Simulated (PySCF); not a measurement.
# SF at other levels of theory

Aim: see what other levels and later steps give for SF.

Method: method and basis as typed in the scripts; program: PySCF 2.14.0.

1 further run of the same task is left out (it didn't finish).

### 1 The system as given

SF: 2 atoms, charge 0, spin multiplicity 2.

Bond lengths: S1–F2 1.600 Å.

### 2 The base run

Contents of input.py:

```python
from pyscf import gto, scf, cc

mol = gto.M(
    atom='S 0 0 0; F 0 0 1.6',
    basis='jorge-dzp',
    charge=0,
    spin=1,
    verbose=4,
)
mf = scf.UHF(mol)
mf.kernel()
mycc = cc.CCSD(mf, frozen=6)
mycc.kernel()
mf.dip_moment()
print('orbital energies (hartree):', [e[max(0, n-3):n+3].round(4) for e, n in zip(mf.mo_energy, mol.nelec)])
```

The run is started by

```bash
OMP_NUM_THREADS=1 python input.py
```

The log of this run is left out.

It gives: E(SCF) = -496.928230 Eh, 12 cycles, E(CCSD) − E(SCF) = -0.30648 Eh, ⟨S²⟩ = 0.761, μ = 1.53 D (of the SCF density).

The bond length is a typed value, not an optimised one.

### 3 MP2

Run 1 changes step after the SCF: ccsd → mp2.

Contents of input.py:

```python
from pyscf import gto, scf, mp

mol = gto.M(
    atom='S 0 0 0; F 0 0 1.6',
    basis='jorge-dzp',
    charge=0,
    spin=1,
    verbose=4,
)
mf = scf.UHF(mol)
mf.kernel()
mp.MP2(mf, frozen=6).kernel()
mf.dip_moment()
print('orbital energies (hartree):', [e[max(0, n-3):n+3].round(4) for e, n in zip(mf.mo_energy, mol.nelec)])
```

The run is started by

```bash
OMP_NUM_THREADS=1 python input.py
```

### 4 EOM-EE

Run 2 changes step after the SCF: ccsd → eomee; number of roots: none → 4.

Edit input.py of step 2 so:

```diff
@@ -13,2 +13,4 @@
 mycc.kernel()
+e = mycc.eeccsd(nroots=4)[0]
+print('roots (eV) =', (e*27.211386).round(3))
 mf.dip_moment()
```

### 5 Frozen orbitals 12

Run 3 changes frozen orbitals: 6 → 12.

Edit input.py of step 2 so:

```diff
@@ -11,3 +11,3 @@
 mf.kernel()
-mycc = cc.CCSD(mf, frozen=6)
+mycc = cc.CCSD(mf, frozen=12)
 mycc.kernel()
```

What does the calculation give? Wanted: for each run, E(SCF); from base; gap, α spin; SCF dipole; after the SCF.

**Answer**, as computed:

```csv
run,E(SCF) (hartree),from base (eV),cycles,"gap, α spin (eV)",SCF dipole (D),after the SCF
base,-496.928230,0,12,14.05,1.53,"CCSD correlation -8.340 eV, core frozen"
MP2,-496.928230,0.0000,12,14.05,1.53,"MP2 correlation -7.861 eV, core frozen"
EOM-EE,-496.928230,0.0000,12,14.05,1.53,"CCSD correlation -8.340 eV, core frozen, first root 0.02 eV"
frozen orbitals 12,-496.928230,not comparable,12,14.05,1.53,"CCSD correlation 0.000 eV, core frozen"
```

**Reading.** On the same reference and core, CCSD gains 8.34 eV in 1.1 s; MP2 reaches 94 % of that in 0.67 s. Rows marked «poor choice» come from settings spoiled on purpose.
